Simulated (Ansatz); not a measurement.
Geometry optimisation, Ansatz, RKS B3LYP-D4/cc-pVDZ.

The input (input.yaml):

```yaml
crystal:
  periodic: [false, false, false]
  atoms:
    - { symbol: B, position_ang: [0.019143, 0.262691, -0.016831] }
    - { symbol: H, position_ang: [-0.003516, 0.369418, 1.180412] }
    - { symbol: H, position_ang: [1.026553, 0.237092, -0.668096] }
    - { symbol: F, position_ang: [-1.157766, 0.216505, -0.640477] }
    - { symbol: Cl, position_ang: [0.18928, -2.58823, 1.080906] }
    - { symbol: H, position_ang: [-0.057395, -1.421175, 1.688786] }
basis:
  gaussian: { orbitals: cc-pVDZ }
hamiltonian:
  xc: b3lyp
  dispersion: d4
relax:
  f_tol: 0.03
  max_steps: 50
```

Run as:

```bash
$ ansatz run input.yaml --threads 1 --pin off --max-ram 2048MiB --backend cpu --events-out ev --progress --plain --runs-dir out
```

Task: Where does it end, and by what steps?

Result: The run converged. The force dipped under the threshold on the way, but the program's further checks kept it going. After 22 steps the energy has fallen by 0.078 eV; H6 moved furthest, 0.85 Å.

```tsv
step	energy less start (eV)	largest force component (eV/Å)	accepted
0	0.0000	0.951	yes
1	-0.0299	0.492	yes
2	-0.0253	0.719	no
3	-0.0443	0.247	yes
4	-0.0519	0.124	yes
5	-0.0578	0.089	yes
6	-0.0592	0.158	yes
7	-0.0598	0.177	yes
8	-0.0443	0.998	no
9	-0.0671	0.079	yes
10	-0.0716	0.082	yes
11	-0.0581	0.634	no
12	-0.0739	0.028	yes
13	-0.0742	0.190	yes
14	-0.0762	0.011	yes
15	-0.0766	0.043	yes
16	-0.0746	0.337	no
17	-0.0773	0.014	yes
18	-0.0742	0.360	no
19	-0.0777	0.081	yes
20	-0.0763	0.192	no
21	-0.0782	0.034	yes
22	-0.0784	0.027	yes
```

```xyz
6
Properties=species:S:1:pos:R:3
B 0.041 0.382 -0.099
H 0.096 0.796 1.034
H 0.996 0.214 -0.815
F -1.174 0.178 -0.618
Cl 0.430 -2.373 1.066
H -0.372 -2.121 2.056
```

The run took 39 s on 1 thread of Arm Neoverse V2, on a shared host, peak memory 0.13 GiB.
